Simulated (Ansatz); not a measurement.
**CH₆AlO+ (SMILES [CH3][AlH][OH2+]): single points off equilibrium**

The task here is to estimate one member of a computed series from the others.

Method: single points in def2-TZVPP; program: Ansatz 0.2.0, Gaussian basis.

Cores are frozen in the correlated methods.

## The starting structure

SMILES `[CH3][AlH][OH2+]`, 9 atoms, charge 1, spin multiplicity 1.

Atoms are counted from 1 here; the program's logs count them from 0.

Bond lengths: C1–Al2 2.026 Å, C1–H4 1.109 Å, C1–H5 1.244 Å, C1–H6 1.324 Å, Al2–O3 1.999 Å, Al2–H7 1.448 Å, O3–H8 0.953 Å, O3–H9 0.967 Å. Angles: Al2–C1–H4 124.4°, Al2–C1–H5 105.5°, Al2–C1–H6 117.2°, H4–C1–H5 105.0°, H4–C1–H6 101.3°, H5–C1–H6 100.4°, C1–Al2–O3 99.5°, C1–Al2–H7 165.9°, O3–Al2–H7 85.8°, Al2–O3–H8 109.1°, Al2–O3–H9 130.3°, H8–O3–H9 118.7°.

Coordinates:

```xyz
9

C    -0.85610    0.98220   -0.67420
Al    0.87760   -0.04280   -0.45430
O     0.37690   -1.20910    1.09060
H    -1.84690    0.51000   -0.83320
H    -0.68540    1.71460   -1.66560
H    -1.14510    1.88910    0.24650
H     2.01950   -0.91980   -0.60760
H     0.84070   -0.91170    1.86880
H    -0.04750   -2.07740    1.10640
```

Set-up of the first run:

run/in.yaml

```yaml
crystal:
  periodic: [false, false, false]
  atoms:
    - {symbol: C, position_ang: [-0.856100, 0.982200, -0.674200]}
    - {symbol: Al, position_ang: [0.877600, -0.042800, -0.454300]}
    - {symbol: O, position_ang: [0.376900, -1.209100, 1.090600]}
    - {symbol: H, position_ang: [-1.846900, 0.510000, -0.833200]}
    - {symbol: H, position_ang: [-0.685400, 1.714600, -1.665600]}
    - {symbol: H, position_ang: [-1.145100, 1.889100, 0.246500]}
    - {symbol: H, position_ang: [2.019500, -0.919800, -0.607600]}
    - {symbol: H, position_ang: [0.840700, -0.911700, 1.868800]}
    - {symbol: H, position_ang: [-0.047500, -2.077400, 1.106400]}
basis:
  gaussian: {orbitals: def2-TZVPP}
total_charge: 1
correlation: {method: ccsd_t}
output: {forces: true}
```

No record of the launch command was kept for these runs.

Steps of the session up to this table: CCSD(T)/def2-TZVPP; PBE0-D4/def2-TZVPP; wB97M-V/def2-TZVPP; r2SCAN-D4/def2-TZVPP; PBE-D4/def2-TZVPP; r2SCAN0-D4/def2-TZVPP; revPBE-D4/def2-TZVPP.

One of the session's tables, all rows but one given; the rest of the session is left out.

| method | RMS force component (eV/Å) | angle to CCSD(T) forces (°) |
| --- | --- | --- |
| CCSD(T) | 1.651 | reference |
| PBE0-D4 | 1.675 | 2.0 |
| wB97M-V | 1.665 | 2.3 |
| r2SCAN-D4 | ? | ? |
| PBE-D4 | 1.613 | 6.3 |
| r2SCAN0-D4 | 1.708 | 3.6 |
| revPBE-D4 | 1.590 | 6.3 |

Q: Estimate the row for r2SCAN-D4 from the others.

**Answer.** RMS force component (eV/Å): 1.660; angle to CCSD(T) forces (°): 2.1. In the column «RMS force component (eV/Å)» it lies between CCSD(T) (1.651) and wB97M-V (1.665).
